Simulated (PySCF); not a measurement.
Deprotonation sites of acetylene

Parent: acetylene, `C#C` (C2H2). Coordinates in Å; atoms count from 1 in this order:
```
C    -0.5630    0.0785   -0.2046
C     0.5732   -0.0737    0.1817
H    -1.5730    0.2142   -0.5480
H     1.5832   -0.2094    0.5251
```

Energies: PBE0-D3(BJ)/ma-def2-TZVP (PySCF, density fitting, integration grid level 2) on PBE0-D3(BJ)/ma-def2-SVP structures. The prefix ma- adds one diffuse s and one diffuse p function on all atoms but H. Thermal corrections: PBE0-D3(BJ)/ma-def2-SVP frequencies, unscaled, ideal gas at 298.15 K and 1 bar, quasi-RRHO entropy.

```tsv
site	product	ΔH(acid) / eV	ΔG(acid) / eV
C1 (alkyne carbon)	[C-]#C	16.40	16.05
```

ΔH and ΔG refer to AH → A⁻ + H⁺ in the gas phase.

Against the Active Thermochemical Tables (version 1.112): C1 1583 (computed 1582, error 0) kJ/mol.

Measured values (NIST Chemistry WebBook, evaluated or the median of agreeing entries): deprotonation enthalpy (ΔH) 1580 kJ/mol (computed 1582, difference 2); gas-phase acidity (ΔG) 1550 kJ/mol (computed 1549, difference -1).

Run with `OMP_NUM_THREADS=1 python redox_run.py task.json out` on 1 thread of Arm Neoverse V2, a shared host. Structures, frequencies and single points: 11 s of wall time.

Differences come from unrounded values, so a last digit can differ from that of the printed terms.
